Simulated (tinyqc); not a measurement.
Worked calculation: extended Hueckel theory, for NH3. One step of it, computed by the program tinyqc.

Task: Orbitals. Solve H C = S C e through S^(-1/2); fill by pairs from the bottom, a degenerate level sharing its electrons equally; each orbital has its largest coefficient positive (the first on a tie).

H (eV), order 1N 2s, 1N 2px, 1N 2py, 1N 2pz, 2H 1s, 3H 1s, 4H 1s:
$$\begin{pmatrix}
-26.000000 & 0.000000 & 0.000000 & 0.000000 & -14.158643 & -14.167743 & -14.167743 \\
0.000000 & -13.400000 & 0.000000 & 0.000000 & -8.834216 & 4.416705 & 4.416705 \\
0.000000 & 0.000000 & -13.400000 & 0.000000 & 0.000000 & -7.655040 & 7.655040 \\
0.000000 & 0.000000 & 0.000000 & -13.400000 & 1.151152 & 1.152184 & 1.152184 \\
-14.158643 & -8.834216 & 0.000000 & 1.151152 & -13.600000 & -3.154256 & -3.154256 \\
-14.167743 & 4.416705 & -7.655040 & 1.152184 & -3.154256 & -13.600000 & -3.154218 \\
-14.167743 & 4.416705 & 7.655040 & 1.152184 & -3.154256 & -3.154218 & -13.600000
\end{pmatrix}$$

overlap S, order 1N 2s, 1N 2px, 1N 2py, 1N 2pz, 2H 1s, 3H 1s, 4H 1s:
$$\begin{pmatrix}
1.000000 & 0.000000 & 0.000000 & 0.000000 & 0.476722 & 0.477028 & 0.477028 \\
0.000000 & 1.000000 & 0.000000 & 0.000000 & 0.436258 & -0.218109 & -0.218109 \\
0.000000 & 0.000000 & 1.000000 & 0.000000 & 0.000000 & 0.378027 & -0.378027 \\
0.000000 & 0.000000 & 0.000000 & 1.000000 & -0.056847 & -0.056898 & -0.056898 \\
0.476722 & 0.436258 & 0.000000 & -0.056847 & 1.000000 & 0.154620 & 0.154620 \\
0.477028 & -0.218109 & 0.378027 & -0.056898 & 0.154620 & 1.000000 & 0.154619 \\
0.477028 & -0.218109 & -0.378027 & -0.056898 & 0.154620 & 0.154619 & 1.000000
\end{pmatrix}$$

valence electrons = 8

Give: orbital energies; occupations; coefficients; sum of one-electron energies.

Result:

orbital energies (eV): [-26.4802, -15.6202, -15.6192, -13.4374, -2.6202, -2.6055, 5.6150]

occupations: [2.0000, 2.0000, 2.0000, 2.0000, 0.0000, 0.0000, 0.0000]

coefficients, order 1N 2s, 1N 2px, 1N 2py, 1N 2pz, 2H 1s, 3H 1s, 4H 1s:
$$\begin{pmatrix}
0.8636 & 0.0000 & 0.0000 & 0.0592 & 0.0010 & 0.0000 & 1.1646 \\
0.0000 & 0.0000 & 0.6156 & 0.0000 & 1.0634 & 0.0000 & -0.0014 \\
0.0000 & 0.6155 & 0.0000 & 0.0000 & 0.0000 & 1.0639 & 0.0000 \\
0.0073 & 0.0000 & 0.0000 & 0.9935 & -0.0002 & 0.0000 & -0.1691 \\
0.0900 & 0.0000 & 0.4510 & -0.0319 & -0.9945 & 0.0000 & -0.7271 \\
0.0900 & 0.3904 & -0.2253 & -0.0320 & 0.4960 & -0.8609 & -0.7295 \\
0.0900 & -0.3904 & -0.2253 & -0.0320 & 0.4960 & 0.8609 & -0.7295
\end{pmatrix}$$

sum of one-electron energies = -142.3141 eV
